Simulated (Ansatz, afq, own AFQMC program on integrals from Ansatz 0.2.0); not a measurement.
CHB, triplet → CHB, quintet, worked out

| atom | x (Å) | y (Å) | z (Å) |
| --- | --- | --- | --- |
| B | 0.0000 | 0.0000 | 0.0901 |
| C | 0.0000 | 0.0000 | -1.3588 |
| H | 0.0000 | 0.0000 | 1.2688 |

Connectivity, by distances: BH–C.

Both states at this geometry.

Basis cc-pVDZ. Noble-gas cores (and the filled d shells of Ga–Kr and In–Xe) are frozen. AFQMC by an in-house program on the Cholesky factors that Ansatz 0.2.0 writes for its CCSD(T) run. The CISD trial takes its coefficients from CCSD amplitudes. Released means that phaseless walkers are propagated on without the constraint, phases kept. Uncertainties: one standard error, sampling alone.

Total energies in eV. CBS is CCSD(T) at the limit of def2-TZVPP/QZVPP (extrapolated itself); the highest rung of each member is named.

Cautions: CHB (triplet): the released energies have errors that jump between times, so the bars are unsure, so no released level is given (meV from the phaseless value at times in 1/Eh: -8.0 ± 1.7 at 0.24, -13.1 ± 1.0 at 0.51, -20.1 ± 1.2 at 0.99, -17 ± 7 at 1.62, -27.0 ± 1.6 at 2.40), though the last usable value meets CCSDTQ within the noise, its ph-AFQMC/CISD value lies 28.7 ± 1.6 meV above CCSDTQ; CHB (quintet): another spin lies lower.

```json
{"member": "CHB, quintet", "count": "+1", "CCSD(T)/cc-pVDZ": "-1714.3886", "highest rung in cc-pVDZ": "-1714.4145", "which": "CCSDTQ", "CCSD(T)/CBS": "-1716.1959"}
{"member": "CHB, triplet", "count": "-1", "CCSD(T)/cc-pVDZ": "-1718.0813", "highest rung in cc-pVDZ": "-1718.1264", "which": "CCSDTQ", "CCSD(T)/CBS": "-1720.0424"}
```

Task: Work out the best estimate of the vertical spin gap: the CCSD(T)/CBS difference plus the step from CCSD(T) to the highest rung.

Result: Sums with the counts: CCSD(T)/CBS 3.8465 eV, highest rung 3.7119 eV, CCSD(T)/cc-pVDZ 3.6927 eV. The step is 3.7119 − 3.6927 = 0.0192 eV, so the best estimate is 3.8465 + (0.0192) = 3.8657 eV = 373.0 kJ/mol. The basis set is worth 0.154 eV of it. Zero-point, core-correlation and spin–orbit terms aren't in it.

Best estimates are given only where the step beyond CCSD(T) is under 0.3 eV and no member's determinant is very poor (T1 over 0.05, or 0.07 for open shells, ⟨S²⟩ too high by 0.3, two states mixed), so the hardest cases are missing from such tables.

CCSDT and higher add their correlation energy to the determinant of the CCSD(T) run, since their own runs factorise the integrals more tightly (a shift of under 2 meV). Each member of a difference takes its own highest rung, so a best estimate needn't equal the limit plus the step of one row.
